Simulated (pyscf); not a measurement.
Thermochemistry of product channels of HBr + Cl• on the doublet surface, in kJ/mol, from CCSD(T)/def2-TZVPP + ΔMP2(QZVPP) energies (ideal gas, 1 atm, RRHO with modes under 100 cm⁻¹ raised to 100, one conformer, R ln 2 for rigid chiral ones). Single points on ωB97X-D3(BJ)/def2-SVP structures (PySCF, gas phase). MP2 and CC: frozen core, UHF for open shells. ΔMP2 is the change of the MP2 total energy from the triple- to the quadruple-zeta basis.

```csv
products,ΔE,ΔH(298 K),ΔG(298 K),ΔG(900 K)
Br• + HCl,[?],-49.2,-48.7,-47.7
Cl–Br + H•,[?],+153.9,+154.8,+154.0
```

Q: What belongs in the gaps?

A: 
- Br• + HCl, ΔE: -51.1
- Cl–Br + H•, ΔE: +166.8

These are energies of the channels, which say nothing of barriers. The CCSD(T) − MP2 part came from Ansatz, without density fitting, on the same reference. The frozen core leaves the outer d or s,p core shells of the metals and heavy elements correlated in the MP2 and CC values, and def2-TZVPP describes them poorly, which can shift differences by a few kcal/mol. Left out: orbital degeneracy and the spin-orbit lowering of Br, Cl, which is large for Br, Se, Te and I. Elements up to Kr have no core potential and no relativistic terms here.
